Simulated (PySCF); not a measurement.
## Basis-set dependence of excited states

Species: AlH (singlet state).
SMILES with atom numbers: `[AlH:1]` (hydrogens: H2 on Al1)

Structure used (PBE0-D3(BJ)/def2-SVP), in Å, numbered top down from 1:
```xyz
2
AlH angstrom
Al     0.8363   -0.0064   -0.0049
H     -0.8308    0.0090   -0.0234
```

TDDFT with PBE0 (PySCF), vertical singlets, core orbitals frozen in the response, spherical d and f functions. Geometry: PBE0-D3(BJ)/def2-SVP; no solvent, vibrations or thermal averaging.

```tsv
basis	functions	diffuse	S1 (eV)	S2 (eV)	S3 (eV)	S4 (eV)	S5 (eV)	LUMO (eV)	α (au)
6-31G*	20	no	2.88	2.88	7.46	7.69	7.69	-1.78	37.6
def2-SVP	23	no	2.88	2.88	7.48	7.66	7.66	-1.78	39.4
6-31+G*	24	yes	2.87	2.87	5.41	6.30	6.48	-1.82	38.9
def2-SVPD	32	yes	2.88	2.88	5.45	6.75	6.81	-1.78	46.3
aug-cc-pVDZ	36	yes	2.84	2.84	5.25	5.66	5.86	-1.85	47.8
def2-TZVP	43	no	2.88	2.88	7.09	7.44	7.44	-1.80	42.9
def2-TZVPD	52	yes	2.88	2.88	5.39	6.43	6.57	-1.80	47.4
aug-cc-pVTZ	73	yes	2.86	2.86	5.21	5.63	5.83	-1.84	48.0
```

Task: Compare the sets with the largest diffuse one.

Result: States are compared by their number. Against the largest diffuse basis here (aug-cc-pVTZ, itself not a converged limit), sets without diffuse functions differ by up to 0.03 eV in S1 and 1.86 eV in S5; the smaller diffuse sets differ by up to 0.02 and 0.99 eV. State by state, the largest deviation of a set without diffuse functions is S1 0.03, S2 0.03, S3 2.27, S4 2.06, S5 1.86 eV. The same number needn't mean the same state in each row. Against aug-cc-pVTZ the polarisability deviates by -22% in 6-31G*, -18% in def2-SVP, -19% in 6-31+G*, -4% in def2-SVPD, 0% in aug-cc-pVDZ, -11% in def2-TZVP, -1% in def2-TZVPD. A single + in a Pople set puts diffuse functions on heavy atoms only.
